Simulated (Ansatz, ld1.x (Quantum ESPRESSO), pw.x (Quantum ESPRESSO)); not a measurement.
**Equation-of-state test of one TM potential (caesium (Cs))**

| Item | Value |
| --- | --- |
| Element | caesium (Cs) |
| Generator | ld1.x (Quantum ESPRESSO) 7.5 |
| Type | norm-conserving Troullier–Martins (Kleinman–Bylander form) |
| Functional | LDA (PW92) |
| Relativity | scalar-relativistic |
| Frozen core | [Xe] |
| Valence charge | 1 |
| Reference configuration | 5d0 6s0.75 6p0.25 |
| Partial waves | 6s (bound): rc 5.38 bohr; 6p (bound): rc 4.20 bohr; 5d (bound, empty): rc 3.45 bohr |
| Local potential | all-electron potential smoothed inside 3.75 bohr (lloc = -2) |
| Core correction | none |

Crystal test: bcc Cs in pw.x 7.5, no spin, 8³ k-points, Fermi–Dirac smearing 0.01 Ry, cutoffs 35/140 Ry. The lattice is a test structure that the element need not adopt, and mesh and smearing are coarse.

pw.x input:

```
&control
  calculation='scf', prefix='x', pseudo_dir='./', outdir='./tmp', tstress=.true., disk_io='low'
/
&system
  ibrav=0, nat=1, ntyp=1, ecutwfc=35, ecutrho=140, nbnd=7,
  occupations='smearing', smearing='fd', degauss=0.01
/
&electrons
  conv_thr=1e-09, mixing_beta=0.4, electron_maxstep=70
/
ATOMIC_SPECIES
Cs 1.0 Cs.UPF
CELL_PARAMETERS angstrom
  -2.88181245 2.88181245 2.88181245
  2.88181245 -2.88181245 2.88181245
  2.88181245 2.88181245 -2.88181245
ATOMIC_POSITIONS crystal
Cs 0.0000 0.0000 0.0000
K_POINTS automatic
8 8 8 0 0 0
```

```bash
pw.x < Cs.scf.in > Cs.scf.out
```

How does the run end?

It converges; the pressure is -0.47 GPa against -0.00 GPa from all-electron LAPW. The largest radius (5.38 bohr) exceeds half the bond length (4.72 bohr), so the spheres overlap, which is one possible source of error among others. This is a poor potential for the solid. The log shows:

```
     lattice parameter (alat)  =       9.4325  a.u.
     unit-cell volume          =     646.0316 (a.u.)^3
     number of electrons       =         1.00
     number of Kohn-Sham states=            7
     kinetic-energy cutoff     =      35.0000  Ry
     charge density cutoff     =     140.0000  Ry
     scf convergence threshold =      1.0E-09
     Exchange-correlation= PW
     number of k points=    29  Fermi-Dirac smearing, width (Ry)=  0.0100
     iteration #  1     ecut=    35.00 Ry     beta= 0.40
     total energy              =      -0.36478459 Ry
     estimated scf accuracy    <       0.00015432 Ry
     iteration #  2     ecut=    35.00 Ry     beta= 0.40
     total energy              =      -0.36485712 Ry
     estimated scf accuracy    <       0.00006277 Ry
     iteration #  3     ecut=    35.00 Ry     beta= 0.40
     total energy              =      -0.36486689 Ry
     estimated scf accuracy    <       0.00000002 Ry
     iteration #  4     ecut=    35.00 Ry     beta= 0.40
     total energy              =      -0.36486707 Ry
     estimated scf accuracy    <       0.00000002 Ry
     iteration #  5     ecut=    35.00 Ry     beta= 0.40
     total energy              =      -0.36486719 Ry
     estimated scf accuracy    <       0.00000005 Ry
     iteration #  6     ecut=    35.00 Ry     beta= 0.40
     total energy              =      -0.36486721 Ry
     estimated scf accuracy    <          9.3E-09 Ry
     iteration #  7     ecut=    35.00 Ry     beta= 0.40
     the Fermi energy is    -0.6775 ev
!    total energy              =      -0.36486721 Ry
     estimated scf accuracy    <          1.4E-10 Ry
     smearing contrib. (-TS)   =      -0.00535984 Ry
     The total energy is F=E-TS. E is the sum of the following terms:
     one-electron contribution =       0.20093400 Ry
     hartree contribution      =       0.00157374 Ry
     xc contribution           =      -0.22788516 Ry
     ewald contribution        =      -0.33412996 Ry
     convergence has been achieved in   7 iterations
          total   stress  (Ry/bohr**3)                   (kbar)     P=       -4.66
```
